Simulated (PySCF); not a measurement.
The first ionisation energy along group 14

Calculated with PySCF 2.14 from differences of total energies of unrestricted determinants, without spin-orbit coupling. Values in eV. The last column holds reference values (NIST; (s) semi-empirical, (t) theoretical, else measured). Unmarked ones compare directly (S terms, centres of terms, or small fine structure); those marked * lie between the lowest fine-structure levels and include a spin-orbit shift.

```json
{"element": "C (def2-TZVP, non-relativistic)", "configurations": "[He] 2s2 2p2 → [He] 2s2 2p1", "UHF": "10.801", "LDA": "11.682", "SCS-MP2 (valence)": "11.115", "CCSD (valence)": "11.145", "CCSD(T) (valence)": "11.169", "PBE0": "11.510", "reference": "11.262"}
{"element": "Si (def2-TZVP, non-relativistic)", "configurations": "[Ne] 3s2 3p2 → [Ne] 3s2 3p1", "UHF": "7.640", "LDA": "n/a", "SCS-MP2 (valence)": "7.953", "CCSD (valence)": "8.067", "CCSD(T) (valence)": "8.105", "PBE0": "8.220", "reference": "8.157"}
{"element": "Sn (def2-TZVP with the def2 core potential (28 electrons), ECP)", "configurations": "[Kr] 4d10 5s2 5p2 → [Kr] 4d10 5s2 5p1", "UHF": "6.854", "LDA": "7.409", "SCS-MP2 (valence)": "7.083", "CCSD (valence)": "7.179", "CCSD(T) (valence)": "7.203", "PBE0": "7.305", "reference": "7.389"}
{"element": "Pb (def2-TZVP with the def2 core potential (60 electrons), ECP)", "configurations": "[Xe] 4f14 5d10 6s2 6p2 → [Xe] 4f14 5d10 6s2 6p1", "UHF": "6.569", "LDA": "7.163", "SCS-MP2 (valence)": "6.762", "CCSD (valence)": "6.858", "CCSD(T) (valence)": "6.875", "PBE0": "n/a", "reference": "7.417 *"}
```

Fill in the row of Ge (def2-TZVP, non-relativistic) ([Ar] 3d10 4s2 4p2 → [Ar] 3d10 4s2 4p1).

UHF 7.439; LDA 8.023; SCS-MP2 (valence) 7.708; CCSD (valence) 7.808; CCSD(T) (valence) 7.835; PBE0 7.942; reference 7.925 (eV).

For Pb a determinant mixes LS terms or the coupling is close to jj, so these rows are model values.

"Valence" correlates the outer s and p shells and, in groups 3 to 12 and the f block, the outer d or f shell, open or full, or the next shell where the ion has no valence electron left; the wider scheme adds the next inner shell.
